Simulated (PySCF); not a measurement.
PySCF input (PBE0/6-311G**):

```python
import numpy as np, basis_set_exchange as bse
from pyscf import gto, scf, dft, df, tdscf

basis = {'C': gto.basis.parse(bse.get_basis('6-311G**', elements=['C'], fmt='nwchem')), 'Cl': gto.basis.parse(bse.get_basis('6-311G**', elements=['Cl'], fmt='nwchem')), 'H': gto.basis.parse(bse.get_basis('6-311G**', elements=['H'], fmt='nwchem'))}
mol = gto.M(
    atom='''
    C     0.00394345    0.00524516    0.76725426
    Cl   -0.01752138    1.48253369   -0.22626440
    Cl    0.01529894   -1.48548974   -0.20614288
    H    -0.89039947   -0.00050138    1.37837936
    H     0.90452024    0.01928333    1.36901878
    ''',
    basis=basis,
    charge=0,
    verbose=4,
    max_memory=7359,
)
mf = dft.RKS(mol, xc='pbe0')
mf.grids.level = 3
mf = mf.density_fit(auxbasis=df.autoaux(mol))
mf.conv_tol = 1e-9
mf.max_cycle = 100
print('smallest overlap eigenvalue', np.linalg.eigvalsh(mol.intor('int1e_ovlp'))[0])
mf.kernel()
dip = mf.dip_moment()
td = tdscf.TDA(mf)
td.nstates = 4
td.kernel()
td.analyze()
osc = td.oscillator_strength()
```

Output:

```
PySCF version 2.14.0

[INPUT] verbose = 4
[INPUT] num. atoms = 5
[INPUT] num. electrons = 42
[INPUT] charge = 0
[INPUT] spin (= nelec alpha-beta = 2S) = 0
[INPUT] symmetry False subgroup None
[INPUT] Mole.unit = angstrom
[INPUT] Symbol           X                Y                Z      unit          X                Y                Z       unit  Magmom
[INPUT]  1 C      0.003943450000   0.005245160000   0.767254260000 AA    0.007452040486   0.009911915880   1.449900419306 Bohr   0.0
[INPUT]  2 Cl    -0.017521380000   1.482533690000  -0.226264400000 AA   -0.033110609524   2.801582644541  -0.427577747739 Bohr   0.0
[INPUT]  3 Cl     0.015298940000  -1.485489740000  -0.206142880000 AA    0.028910806596  -2.807168769451  -0.389553585729 Bohr   0.0
[INPUT]  4 H     -0.890399470000  -0.000501380000   1.378379360000 AA   -1.682611139758  -0.000947470884   2.604759486153 Bohr   0.0
[INPUT]  5 H      0.904520240000   0.019283330000   1.369018780000 AA    1.709295527726   0.036440212470   2.587070553586 Bohr   0.0

nuclear repulsion = 133.605511501017
number of shells = 40
number of NR pGTOs = 143
number of NR cGTOs = 82
basis = {'C': [[0, [4563.24, 0.00196665], [682.024, 0.0152306], [154.973, 0.0761269], [44.4553, 0.260801], [13.029, 0.616462], [1.82773, 0.221006]], [0, [20.9642, 0.11466], [4.80331, 0.919999], [1.45933, -0.00303068]], [0, [0.483456, 1.0]], [0, [0.145585, 1.0]], [1, [20.9642, 0.0402487], [4.80331, 0.237594], [1.45933, 0.815854]], [1, [0.483456, 1.0]], [1, [0.145585, 1.0]], [2, [0.626, 1.0]]], 'Cl': [[0, [105819.0, 0.000738], [15872.0, 0.005718], [3619.65, 0.029495], [1030.8, 0.117286], [339.908, 0.362949], [124.538, 0.584149]], [0, [124.538, 0.134177], [49.5135, 0.62425], [20.8056, 0.291756]], [0, [6.58346, 1.0]], [0, [2.56468, 1.0]], [0, [0.559763, 1.0]], [0, [0.183273, 1.0]], [1, [589.776, 0.002391], [139.849, 0.018504], [45.1413, 0.081377], [16.8733, 0.221552], [6.7411, 0.772569]], [1, [6.7411, -1.572244], [2.77152, 0.992389]], [1, [1.02387, 1.0]], [1, [0.381368, 1.0]], [1, [0.109437, 1.0]], [2, [0.75, 1.0]]], 'H': [[0, [33.865, 0.0254938], [5.09479, 0.190373], [1.15879, 0.852161]], [0, [0.32584, 1.0]], [0, [0.102741, 1.0]], [1, [0.75, 1.0]]]}
ecp = {}
ETB for H: l = 0, exps = 0.205482 * 1.8^n , n = 0..10
ETB for H: l = 1, exps = 0.852741 * 2^n , n = 0..2
ETB for H: l = 2, exps = 1.5 * 2.2^n , n = 0..0
ETB for C: l = 0, exps = 0.29117 * 1.8^n , n = 0..13
ETB for C: l = 1, exps = 0.29117 * 1.8^n , n = 0..11
ETB for C: l = 2, exps = 0.29117 * 1.8^n , n = 0..10
ETB for C: l = 3, exps = 0.771585 * 2.2^n , n = 0..2
ETB for Cl: l = 0, exps = 0.218874 * 1.8^n , n = 0..19
ETB for Cl: l = 1, exps = 0.218874 * 1.8^n , n = 0..16
ETB for Cl: l = 2, exps = 0.218874 * 1.8^n , n = 0..15
ETB for Cl: l = 3, exps = 0.859437 * 2.2^n , n = 0..4
smallest overlap eigenvalue 0.009934451816454049

******** <class 'pyscf.df.df_jk.DFRKS'> ********
method = DFRKS
initial guess = minao
damping factor = 0
level_shift factor = 0
DIIS = <class 'pyscf.scf.diis.CDIIS'>
diis_start_cycle = 1
diis_space = 8
diis_damp = 0
SCF conv_tol = 1e-09
SCF conv_tol_grad = None
SCF max_cycles = 100
direct_scf = False
XC library pyscf.dft.libxc version 7.1.2
    S. Lehtola, C. Steigemann, M. J. T. Oliveira, and M. A. L. Marques,  SoftwareX 7, 1–5 (2018)
XC functionals = pbe0
    C. Adamo and V. Barone,  J. Chem. Phys. 110, 6158 (1999)
    M. Ernzerhof and G. E. Scuseria,  J. Chem. Phys. 110, 5029 (1999)
radial grids:
    Treutler-Ahlrichs [JCP 102, 346 (1995); DOI:10.1063/1.469408] (M4) radial grids

becke partition: Becke, JCP 88, 2547 (1988); DOI:10.1063/1.454033
pruning grids: <function nwchem_prune>
grids dens level: 3
symmetrized grids: False
atomic radii adjust function: <function treutler_atomic_radii_adjust>
small_rho_cutoff = 0
Set gradient conv threshold to 3.16228e-05
Initial guess from minao.
tot grids = 71496
******** <class 'pyscf.df.df.DF'> ********
auxbasis = {'H': [[0, [np.float64(73.3666746661153), 1]], [0, [np.float64(40.75926370339739), 1]], [0, [np.float64(22.644035390776324), 1]], [0, [np.float64(12.580019661542401), 1]], [0, [np.float64(6.988899811968), 1]], [0, [np.float64(3.8827221177600006), 1]], [0, [np.float64(2.1570678432), 1]], [0, [np.float64(1.198371024), 1]], [0, [np.float64(0.66576168), 1]], [0, [np.float64(0.3698676), 1]], [0, [np.float64(0.205482), 1]], [1, [np.float64(3.410964), 1]], [1, [np.float64(1.705482), 1]], [1, [np.float64(0.852741), 1]], [2, [np.float64(1.5), 1]]], 'C': [[0, [np.float64(606.3022679937476), 1]], [0, [np.float64(336.8345933298598), 1]], [0, [np.float64(187.13032962769984), 1]], [0, [np.float64(103.96129423761103), 1]], [0, [np.float64(57.75627457645057), 1]], [0, [np.float64(32.08681920913921), 1]], [0, [np.float64(17.826010671744), 1]], [0, [np.float64(9.903339262080001), 1]], [0, [np.float64(5.5018551456), 1]], [0, [np.float64(3.0565861919999997), 1]], [0, [np.float64(1.6981034400000001), 1]], [0, [np.float64(0.9433908), 1]], [0, [np.float64(0.524106), 1]], [0, [np.float64(0.29117), 1]], [1, [np.float64(187.13032962769984), 1]], [1, [np.float64(103.96129423761103), 1]], [1, [np.float64(57.75627457645057), 1]], [1, [np.float64(32.08681920913921), 1]], [1, [np.float64(17.826010671744), 1]], [1, [np.float64(9.903339262080001), 1]], [1, [np.float64(5.5018551456), 1]], [1, [np.float64(3.0565861919999997), 1]], [1, [np.float64(1.6981034400000001), 1]], [1, [np.float64(0.9433908), 1]], [1, [np.float64(0.524106), 1]], [1, [np.float64(0.29117), 1]], [2, [np.float64(103.96129423761103), 1]], [2, [np.float64(57.75627457645057), 1]], [2, [np.float64(32.08681920913921), 1]], [2, [np.float64(17.826010671744), 1]], [2, [np.float64(9.903339262080001), 1]], [2, [np.float64(5.5018551456), 1]], [2, [np.float64(3.0565861919999997), 1]], [2, [np.float64(1.6981034400000001), 1]], [2, [np.float64(0.9433908), 1]], [2, [np.float64(0.524106), 1]], [2, [np.float64(0.29117), 1]], [3, [np.float64(3.7344714000000003), 1]], [3, [np.float64(1.697487), 1]], [3, [np.float64(0.771585), 1]]], 'Cl': [[0, [np.float64(15501.430297930427), 1]], [0, [np.float64(8611.905721072459), 1]], [0, [np.float64(4784.392067262477), 1]], [0, [np.float64(2657.995592923598), 1]], [0, [np.float64(1476.664218290888), 1]], [0, [np.float64(820.3690101616044), 1]], [0, [np.float64(455.7605612008913), 1]], [0, [np.float64(253.20031177827295), 1]], [0, [np.float64(140.66683987681827), 1]], [0, [np.float64(78.14824437601017), 1]], [0, [np.float64(43.41569132000564), 1]], [0, [np.float64(24.119828511114246), 1]], [0, [np.float64(13.399904728396804), 1]], [0, [np.float64(7.444391515776001), 1]], [0, [np.float64(4.13577306432), 1]], [0, [np.float64(2.2976517024), 1]], [0, [np.float64(1.2764731680000003), 1]], [0, [np.float64(0.7091517600000001), 1]], [0, [np.float64(0.3939732), 1]], [0, [np.float64(0.218874), 1]], [1, [np.float64(2657.995592923598), 1]], [1, [np.float64(1476.664218290888), 1]], [1, [np.float64(820.3690101616044), 1]], [1, [np.float64(455.7605612008913), 1]], [1, [np.float64(253.20031177827295), 1]], [1, [np.float64(140.66683987681827), 1]], [1, [np.float64(78.14824437601017), 1]], [1, [np.float64(43.41569132000564), 1]], [1, [np.float64(24.119828511114246), 1]], [1, [np.float64(13.399904728396804), 1]], [1, [np.float64(7.444391515776001), 1]], [1, [np.float64(4.13577306432), 1]], [1, [np.float64(2.2976517024), 1]], [1, [np.float64(1.2764731680000003), 1]], [1, [np.float64(0.7091517600000001), 1]], [1, [np.float64(0.3939732), 1]], [1, [np.float64(0.218874), 1]], [2, [np.float64(1476.664218290888), 1]], [2, [np.float64(820.3690101616044), 1]], [2, [np.float64(455.7605612008913), 1]], [2, [np.float64(253.20031177827295), 1]], [2, [np.float64(140.66683987681827), 1]], [2, [np.float64(78.14824437601017), 1]], [2, [np.float64(43.41569132000564), 1]], [2, [np.float64(24.119828511114246), 1]], [2, [np.float64(13.399904728396804), 1]], [2, [np.float64(7.444391515776001), 1]], [2, [np.float64(4.13577306432), 1]], [2, [np.float64(2.2976517024), 1]], [2, [np.float64(1.2764731680000003), 1]], [2, [np.float64(0.7091517600000001), 1]], [2, [np.float64(0.3939732), 1]], [2, [np.float64(0.218874), 1]], [3, [np.float64(20.132827387200006), 1]], [3, [np.float64(9.151285176000004), 1]], [3, [np.float64(4.15967508), 1]], [3, [np.float64(1.8907614000000001), 1]], [3, [np.float64(0.859437), 1]]]}
init E= -959.510211783824
  HOMO = -0.332115779876656  LUMO = -0.0454602133573151  gap/eV = 7.80030
cycle= 1 E= -959.356266689399  delta_E= 0.154  |g|= 0.32  |ddm|=  1.8
  HOMO = -0.312754924386223  LUMO = -0.029883363675163  gap/eV = 7.69733
cycle= 2 E= -959.331040120255  delta_E= 0.0252  |g|= 0.456  |ddm|= 0.649
  HOMO = -0.32169422061236  LUMO = -0.00802854011430232  gap/eV = 8.53528
cycle= 3 E= -959.381333861235  delta_E= -0.0503  |g|= 0.0293  |ddm|= 0.372
  HOMO = -0.32843512556578  LUMO = -0.0139973120509454  gap/eV = 8.55629
cycle= 4 E= -959.381509092715  delta_E= -0.000175  |g|= 0.0134  |ddm|= 0.0371
  HOMO = -0.326190297872116  LUMO = -0.0115842481602774  gap/eV = 8.56087
cycle= 5 E= -959.381549093091  delta_E= -4e-05  |g|= 0.00124  |ddm|= 0.0138
  HOMO = -0.326303585417075  LUMO = -0.0116339474467002  gap/eV = 8.56260
cycle= 6 E= -959.381549402014  delta_E= -3.09e-07  |g|= 0.000388  |ddm|= 0.00162
  HOMO = -0.326278952450888  LUMO = -0.0116118476914415  gap/eV = 8.56253
cycle= 7 E= -959.381549441037  delta_E= -3.9e-08  |g|= 3.83e-05  |ddm|= 0.000455
  HOMO = -0.32628122525264  LUMO = -0.0116123258819891  gap/eV = 8.56258
cycle= 8 E= -959.381549441519  delta_E= -4.82e-10  |g|= 5.32e-06  |ddm|= 6.81e-05
  HOMO = -0.326281361395794  LUMO = -0.011612392341655  gap/eV = 8.56258
Extra cycle  E= -959.38154944153  delta_E= -1.09e-11  |g|= 3.02e-06  |ddm|= 7.98e-06
converged SCF energy = -959.38154944153
Dipole moment(X, Y, Z, Debye):  0.00957,  0.01273,  1.86309

******** <class 'pyscf.tdscf.rks.TDA'> for <class 'pyscf.df.df_jk.DFRKS'> ********
nstates = 4 singlet
deg_eia_thresh = 1.000e-03
wfnsym = None
conv_tol = 1e-05
eigh lindep = 1e-12
eigh level_shift = 0
eigh max_cycle = 100
chkfile = tmpjnbcuujw

Excitation energies (eV)
[6.93085556 7.25545941 7.50292198 7.67771691]

** Singlet excitation energies and oscillator strengths **
Excited State   1:      6.93086 eV    178.89 nm  f=0.0001
      21 -> 22        0.70044
Excited State   2:      7.25546 eV    170.88 nm  f=0.0411
      18 -> 23        0.18309
      20 -> 22        0.67919
Excited State   3:      7.50292 eV    165.25 nm  f=0.0000
      19 -> 22        0.67419
      21 -> 23       -0.20132
Excited State   4:      7.67772 eV    161.49 nm  f=0.0030
      18 -> 22       -0.68738
      20 -> 23       -0.15269

** Transition electric dipole moments (AU) **
state          X           Y           Z        Dip. S.      Osc.
  1         0.0176      0.0002     -0.0001      0.0003      0.0001
  2        -0.0053      0.4806     -0.0033      0.2310      0.0411
  3        -0.0000     -0.0000      0.0000      0.0000      0.0000
  4        -0.0006     -0.0009     -0.1255      0.0157      0.0030

** Transition velocity dipole moments (imaginary part, AU) **
state          X           Y           Z        Dip. S.      Osc.
  1         0.0796      0.0009     -0.0004      0.0063      0.0166
  2        -0.0012      0.1047     -0.0007      0.0110      0.0274
  3         0.0000     -0.0000      0.0000      0.0000      0.0000
  4        -0.0005     -0.0007     -0.0997      0.0099      0.0235

** Transition magnetic dipole moments (imaginary part, AU) **
state          X           Y           Z
  1         0.0004     -0.0401      0.0003
  2         0.7595      0.0084     -0.0040
  3         0.0022      0.0029      0.4309
  4         0.0000      0.0000     -0.0000
```
